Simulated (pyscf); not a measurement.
Single points on ωB97X-D3(BJ)/def2-SVP structures (PySCF, gas phase).

Task: PBE/def2-TZVP puts the barrier of F–GeH₂–F + hydrogen (H₂) -> F–Ge:–F [singlet] + hydrogen (H₂) + hydrogen (H₂) (multi-bond step; singlet surface; Ge–H, Ge–H, H–H broken, H–H, H–H formed) at 1.88 eV and the reaction energy at +0.31 eV, from the separated reactants. What do r²SCAN/def2-TZVP, M06-2X/def2-TZVP, ωB97M-D3(BJ)/def2-TZVP give on the same structures?

Result: r²SCAN: ΔE‡ = 2.21 eV, ΔE = +0.56 eV; M06-2X: ΔE‡ = 2.76 eV, ΔE = +0.58 eV; ωB97M-D3(BJ): ΔE‡ = 2.48 eV, ΔE = +0.40 eV. PBE's barrier lies under all of them, by 0.33 to 0.87 eV. Its reaction energy lies under all of them, by 0.09 to 0.27 eV. The same reactants have a lower exit, to F–GeH₃ + HF (barrier +2.05 eV at ωB97M-D3(BJ)/def2-TZVP, against +2.48 eV here). One saddle was located; it need not be the lowest between these sides. Elements up to Kr have no core potential and no relativistic terms here.
